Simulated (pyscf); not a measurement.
F–Cl (SMILES FCl) + F–C•(F)–F (SMILES F[C](F)F) → F–C(F)(F)–F (SMILES FC(F)(F)F) + Cl• (SMILES [Cl]), an atom transfer (doublet surface; Cl–F broken, C–F formed). Structures and frequencies: ωB97X-D3(BJ)/def2-SVP in PySCF. Energies in kcal/mol from the separated reactants.

Small-basis levels: PySCF, no dispersion term, spherical d functions. Open shells are spin-unrestricted. 

| level | barrier | reaction energy |
|---|---|---|
| HF/STO-3G | 1.2 | -66.6 |
| HF/3-21G | -1.4 | -97.7 |
| HF/6-31G* | 9.8 | -89.7 |
| MP2/6-31G* | 11.3 | -81.1 |
| BP86/6-31G* | -9.1 | -69.7 |
| PBE/6-31G* | -10.1 | -70.4 |
| B3LYP/STO-3G | -12.1 | -46.3 |
| B3LYP/6-31G* | -4.3 | -75.1 |
| M06-2X/6-31G* | 0.8 | -80.2 |
| B3LYP/6-311+G** | -2.2 | -70.2 |
| PBE/def2-SVP | -8.6 | -71.1 |
| B3LYP/def2-SVP | -3.0 | -75.8 |
| ωB97M-D3(BJ)/def2-TZVP | 5.0 | -69.8 |

Against the last row the barrier runs from -17.2 (B3LYP/STO-3G) to +6.3 kcal/mol (MP2/6-31G*). At HF/3-21G, BP86/6-31G*, PBE/6-31G*, B3LYP/STO-3G, B3LYP/6-31G*, B3LYP/6-311+G**, PBE/def2-SVP, B3LYP/def2-SVP this geometry lies under one side, so the entry may be no barrier of that level: it is a single point on another level's saddle. ωB97M-D3(BJ)/def2-TZVP has limits of its own. This is the saddle that the search found; another between the same sides may lie lower. The angle at the transferred F is 179°. Left out: the spin-orbit lowering of Cl.
